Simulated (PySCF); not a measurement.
# Molecular orbitals of CF

UHF at R = 1.270 Å; basis C def2-TZVPPD, F def2-TZVPPD; no relativity; PySCF 2.14. State: ²Π (doublet), unpaired electrons π ↑. Only the outer orbitals are listed, counted within each symmetry.

```json
{"spin": "α", "orbital": "3σ", "occ.": "1", "ε (eV)": "-47.07", "on C (%)": "12", "main shells (%)": "86 F s"}
{"spin": "α", "orbital": "4σ", "occ.": "1", "ε (eV)": "-25.72", "on C (%)": "35", "main shells (%)": "56 F p, 32 C s, 9 F s"}
{"spin": "α", "orbital": "1π", "occ.": "1", "ε (eV)": "-21.90", "on C (%)": "13", "main shells (%)": "87 F p, 12 C p"}
{"spin": "α", "orbital": "1π", "occ.": "1", "ε (eV)": "-20.39", "on C (%)": "9", "main shells (%)": "91 F p"}
{"spin": "α", "orbital": "5σ", "occ.": "1", "ε (eV)": "-16.36", "on C (%)": "84", "main shells (%)": "57 C s, 26 C p, 16 F p"}
{"spin": "α", "orbital": "2π", "occ.": "1", "ε (eV)": "-10.87", "on C (%)": "90", "main shells (%)": "90 C p, 10 F p"}
{"spin": "α", "orbital": "2π", "occ.": "0", "ε (eV)": "1.69", "on C (%)": "71", "main shells (%)": "68 C p, 25 F p"}
{"spin": "β", "orbital": "3σ", "occ.": "1", "ε (eV)": "-46.59", "on C (%)": "11", "main shells (%)": "87 F s"}
{"spin": "β", "orbital": "4σ", "occ.": "1", "ε (eV)": "-24.58", "on C (%)": "25", "main shells (%)": "66 F p, 20 C s, 8 F s"}
{"spin": "β", "orbital": "1π", "occ.": "1", "ε (eV)": "-20.34", "on C (%)": "8", "main shells (%)": "92 F p"}
{"spin": "β", "orbital": "1π", "occ.": "1", "ε (eV)": "-19.96", "on C (%)": "6", "main shells (%)": "94 F p"}
{"spin": "β", "orbital": "5σ", "occ.": "1", "ε (eV)": "-14.32", "on C (%)": "94", "main shells (%)": "68 C s, 26 C p"}
{"spin": "β", "orbital": "2π", "occ.": "0", "ε (eV)": "2.09", "on C (%)": "57", "main shells (%)": "53 C p, 38 F p"}
```

Which are the highest filled and the lowest empty level, where do they sit, and how wide is the gap?

Highest filled α 2π at -10.87 eV (in %: 90 C p, 10 F p); lowest empty α 2π at 1.69 eV (in %: 68 C p, 25 F p); the gap at UHF is 12.56 eV. Both belong to one degenerate shell, split only by its one-sided filling, so this is no excitation gap. An empty level above zero is unbound, and its energy depends on the basis.

```json
{
  "bond order (Mayer)": "1.02",
  "⟨S²⟩": "0.763",
  "charge on C (Mulliken, basis-dependent)": "0.14",
  "charge on C (Löwdin, basis-dependent)": "0.11",
  "dipole moment (positive dipole means C(−)F(+))": "0.45 D",
  "polarisability along the bond": "13.3 bohr³",
  "polarisability across the bond": "12.6 bohr³"
}
```

The state is the lowest determinant that a PBE0 search found; another state may lie lower at other levels.
